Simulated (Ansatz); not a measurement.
# AlSF+ (doublet): the correlation ladder, def2-QZVPP

One table from this session's results is given with a row withheld; the runs are named, their logs left out.

The runs use Ansatz 0.2.0, Gaussian basis; def2-QZVPP, core rule «outside noble gas», up to 11 orbitals frozen.

To be run: UHF; ROHF; CCSD(T) on UHF.

2 further runs of the same task are left out: 2 set aside as unsound or not needed.

**The geometry**

The geometry is a PBE0/def2-TZVP stationary point (not a proven minimum) of the parent state, kept for this charge and spin.

3 atoms, charge 1, spin multiplicity 2.

Atoms are counted from 1 here; the program's logs count them from 0.

Bond lengths: F1–Al2 1.631 Å, Al2–S3 1.996 Å. Angles: F1–Al2–S3 180.0°.

Set-up of the first run:

Contents of in.yaml:

```yaml
crystal:
  periodic: [false, false, false]
  atoms:
    - {symbol: F, position_ang: [0.000000, 0.000000, -1.752567]}
    - {symbol: Al, position_ang: [0.000000, 0.000000, -0.121767]}
    - {symbol: S, position_ang: [0.000000, 0.000000, 1.874333]}
basis:
  gaussian: {orbitals: "def2-QZVPP.json"}
total_charge: 1
magnetization: {spin_polarized: true, initial_magnetization: 1}
hamiltonian: {xc: hf}
output: {orbitals: {seedname: orbitals}}
```

Run with:

```
$ ansatz run in.yaml --threads 1 --pin off --events-out ev --progress --plain --max-ram 2393MiB
```

Steps of the session up to this table: UHF; ROHF; CCSD(T) on UHF.

One of the session's tables, all rows but one given; the rest of the session is left out.

| method | from UCCSD(T) (kcal/mol) |
| --- | --- |
| ROHF | +325.95 |
| UHF | +322.71 |
| UMP2 | ? |
| UCCSD | +12.06 |
| UCCSD(T) | 0 |

Estimate the missing values for UMP2.

**Answer.** from UCCSD(T) (kcal/mol): +22.59. In the column «from UCCSD(T) (kcal/mol)» it lies between UCCSD (+12.06) and UHF (+322.71).
